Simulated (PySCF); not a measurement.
**Two-photon absorption: SMILES C(=CN)=C=CCl, C4H4ClN**

Geometry (Å), atoms numbered from 1 in this order:
```xyz
10

N    -2.2299    0.5374    0.1705
C    -1.3287   -0.4914    0.2422
C    -0.0114   -0.3670    0.2385
C     1.2415   -0.2584    0.2098
C     2.5492   -0.1529    0.1821
Cl    3.3619    1.3729    0.1645
H    -1.8802    1.4660    0.3377
H    -3.1526    0.3624    0.5279
H    -1.7673   -1.4856    0.2520
H     3.2151   -1.0044    0.1681
```

Method: TDDFT CAM-B3LYP/def2-TZVPD excited states, vertical, gas phase (PySCF 2.14.0). Geometry: PBE0-D3(BJ)/def2-TZVP.

(1) How strongly do the lowest singlets absorb one photon, and two photons of half the energy?

Answers

(1) δ for parallel linear polarisation; σ at the peak of a Lorentzian of half width 0.1 eV, single beam; Ω is circular over linear.
| state | E (eV) | f | photon λ (nm) | δ (au) | σ (GM) | Ω | main |
| --- | --- | --- | --- | --- | --- | --- | --- |
| S1 | 3.86 | 0.000 | 643 | 3.13 | 0.02 | 1.14 | HOMO→LUMO+1 0.75, HOMO→LUMO+2 0.09 |
| S2 | 4.63 | 0.579 | 535 | 21.7 | 0.17 | 1.48 | HOMO→LUMO 0.93 |
| S3 | 5.04 | 0.001 | 492 | 2.35 | 0.02 | 1.48 | HOMO−1→LUMO 0.81, HOMO→LUMO+2 0.11 |
| S4 | 5.11 | 0.001 | 485 | 14.2 | 0.14 | 1.33 | HOMO→LUMO+2 0.60, HOMO−1→LUMO 0.17 |
| S5 | 5.60 | 0.000 | 443 | 66.8 | 0.77 | 1.45 | HOMO→LUMO+3 0.50, HOMO→LUMO+4 0.35 |
| S6 | 5.78 | 0.003 | 429 | 55.3 | 0.68 | 1.49 | HOMO→LUMO+4 0.53, HOMO→LUMO+3 0.40 |

Among these, the strongest one-photon state is S2, the strongest two-photon state S5, with a dipole change of 2.2 D (relaxed, norm of the difference vector).
